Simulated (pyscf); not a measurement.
Thermochemistry of product channels of H₂P–Ga (SMILES [PH2][Ga]) [singlet] + SiH₄ (SMILES [SiH4]) on the singlet surface, in kcal/mol, from ωB97M-D3(BJ)/def2-TZVP energies (ideal gas, 1 atm, RRHO with modes under 100 cm⁻¹ raised to 100, one conformer, R ln 2 for chiral ones without a mode under 150 cm⁻¹). Optimised with ωB97X-D3(BJ)/def2-SVP in PySCF.

| products | ΔE | ΔH(298 K) | ΔG(600 K) | ΔG(900 K) |
|---|---|---|---|---|
| H₃Si–GaH–PH₂ (SMILES [SiH3][GaH][PH2]) | -13.4 | -12.7 | +5.3 | +13.5 |
| H₃Si–PH–Ga (SMILES [SiH3][PH][Ga]) [singlet] + H₂ (SMILES [H][H]) | [?] | -4.5 | -2.1 | [?] |

Task: Some entries are withheld; supply them.

Result: 
- H₃Si–PH–Ga (SMILES [SiH3][PH][Ga]) [singlet] + H₂ (SMILES [H][H]), ΔE: -3.5
- H₃Si–PH–Ga (SMILES [SiH3][PH][Ga]) [singlet] + H₂ (SMILES [H][H]), ΔG(900 K): -1.7

The channel to H₃Si–GaH–PH₂ turns unfavourable between 298 and 1200 K (ΔG from -3.5 kcal/mol to +21.3 kcal/mol).

These are energies of the channels, which say nothing of barriers. Elements up to Kr have no core potential and no relativistic terms here.
